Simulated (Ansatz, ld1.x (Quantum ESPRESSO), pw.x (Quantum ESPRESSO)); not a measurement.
**Equation-of-state test of one TM potential (Pt (Z = 78))**

- Element: Pt (Z = 78)
- Generator: ld1.x (Quantum ESPRESSO) 7.5
- Type: norm-conserving Troullier–Martins (Kleinman–Bylander form)
- Functional: PBEsol
- Relativity: scalar-relativistic
- Frozen core: [Xe] 4f14
- Valence charge: 10
- Reference configuration: 5d9 6s1 6p0
- Partial waves: 6p (bound, empty): rc 3.90 bohr; 5d (bound): rc 2.20 bohr; 6s (bound): rc 1.80 bohr
- Local potential: the s channel
- Core correction: none

Atomic tests: cutoffs needed: 40 Ry and 60 Ry (the cutoffs (Ry, on a coarse ladder) from which the occupation-weighted sum of valence levels, in a spherical-Bessel basis at the reference potential, stays within 10 and 1 mRy of its value at 400 Ry); ghost test: no extra level below or beside the all-electron valence levels (p, d, s, f tested) (spherical-Bessel basis up to 400 Ry, 20 bohr box); largest excitation error: -209 meV (all-electron minus pseudo) for 5d7 6s0 6p0, out of 7 test configurations.

Crystal test: fcc Pt in pw.x 7.5, no spin, 14³ k-points, Fermi–Dirac smearing 0.01 Ry, cutoffs 75/300 Ry. The reference is all-electron LAPW (Ansatz 0.2.0) with the same functional, mesh and smearing; V0 and B0 come from Birch–Murnaghan fits to the pressures at five volumes. Errors are pseudo minus all-electron; Δ is the rms difference of the E(V) curves that follow from these fits, minima aligned, over ±6 % about the mean V0. Mesh and smearing are coarse, so the numbers serve the comparison and aren't converged zero-temperature values; the lattice is a test structure that the element need not adopt.

| V (Å³/atom) | P all-electron (GPa) | P pseudo (GPa) |
| --- | --- | --- |
| 14.299 | 17.04 | 32.45 |
| 14.676 | 7.97 | 21.67 |
| 15.052 | 0.22 | 12.43 |
| 15.428 | -6.39 | 4.52 |
| 15.805 | -12.01 | -2.26 |

All-electron: a0 = 3.920 Å (V0 = 15.06 Å³/atom), B0 = 284.6 GPa.

Pseudopotential: mean pressure error (GPa): +12.39; a0 (Å): 3.973; a0 error (%): +1.33; B0 error (%): -3.2; Δ (meV/atom): 37.6. The largest radius (3.90 bohr) exceeds half the bond length (2.62 bohr), so the spheres overlap, which is one possible source of error among others. This is a poor potential for the solid.

Task: At the middle volume, how do free energy and pressure move when the wave cutoff is lowered (ecutrho kept at four times it)?

Result:

| cutoff (Ry) | shift of F (meV/atom) | shift of P (GPa) |
| --- | --- | --- |
| 34 | +350.9 | -26.88 |
| 45 | +21.2 | -0.11 |
| 60 | +10.4 | -0.23 |

The run at the middle volume (104 k-points, 7 iterations) took about 31 s on one core of a shared host (Neoverse-N1, 64 threads, 124 GiB, load 62).
